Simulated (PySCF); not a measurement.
Compound: formyl chloride, CHClO.
SMILES: `O=CCl`

Linear response at CAM-B3LYP/def2-SVPD (PySCF, frozen core in the response, non-relativistic). Geometry: PBE0-D3(BJ)/def2-SVP; no solvent, vibrations or thermal averaging.

Static isotropic polarisability: 31.35 au (4.65 Å³), principal values 23.0, 28.8, 42.3 au.

**Question.** What is the polarisability at 1064 nm and at the sodium D line?

**Answer.** 31.59 au at 1064 nm (+0.8 %), 32.17 au at 589.3 nm (+2.6 %). The rise at 589.3 nm is 3.35 times that at 1064 nm; a pure ω² law gives 3.26. The lowest singlet lies at 247 nm, shorter than both wavelengths.

**Question.** What is the isotropic C6 coefficient between two such molecules, C6 = (3/π)∫α(iω)² dω?

**Answer.** 418.1 au (Eh·bohr⁶) by a ten-point quadrature over imaginary frequencies, which is 250 eV·Å⁶ or 24.1 J·nm⁶/mol.

**Question.** Which effective excitation energy ω̄ makes London's formula C6 = (3/4)α²ω̄ exact here?

**Answer.** ω̄ = 4·C6/(3α²) = 0.567 Eh = 15.4 eV. A one-pole form α(ω) = α/(1 − ω²/ω̄²) fitted to the 1064 nm value gives 13.2 eV. London's choice of the ionisation energy (11.79 eV, ΔSCF at the same level) gives C6 = 319 au, 24 % too low.

**Question.** What n − 1 at the D line would an ideal gas of it have at 273.15 K and 1 atm (2.6868 × 10¹⁹ cm⁻³), by n − 1 = 2π·N·α′?

**Answer.** 8.05 × 10⁻⁴, a formal value whether or not that pressure can be reached.

**Question.** What molar refraction at the D line follows from R = (4π/3)·N_A·α′, with α′ the polarisability volume?

**Answer.** α′ = 4.77 Å³ gives R = 12.03 cm³/mol, for isolated, non-vibrating species.

**Question.** How anisotropic is the static polarisability, by Δα² = ½[(α1 − α2)² + (α2 − α3)² + (α3 − α1)²]?

**Answer.** Δα = 17.1 au, or 0.55 of the isotropic value.

**Question.** What three-body coefficient follows from the one-pole estimate C9 = (3/4)·α·C6?

**Answer.** 9830 au. This is an estimate from the two numbers above, not a computed integral.

**Question.** The lowest 10 singlets have (eV, f): 5.01, 0.000; 6.52, 0.000; 7.02, 0.028; 8.15, 0.003; 8.20, 0.000; 8.44, 0.177; 9.15, 0.272; 9.38, 0.045; 9.52, 0.062; 9.83, 0.075. What share of the static polarisability do they carry in the sum over states α = Σ f/ω²?

**Answer.** 6.16 au, 19.7 % of α; the largest term, 2.41 au, is that of the state at 9.15 eV. Their oscillator strengths add up to 0.66. Higher states carry the rest.

**Question.** How many electrons N does the Slater–Kirkwood formula C6 = (3/4)·√N·α^(3/2) need to give this C6?

**Answer.** N = (4·C6/3)²/α³ = 10.1; the species has 32 electrons in all.

Time: 24 s of wall time (grids of density and orbitals included); peak memory 0.35 GiB. Hardware: Arm Neoverse N1, one thread (shared host). This is the whole response run at CAM-B3LYP/def2-SVPD, SCF included.
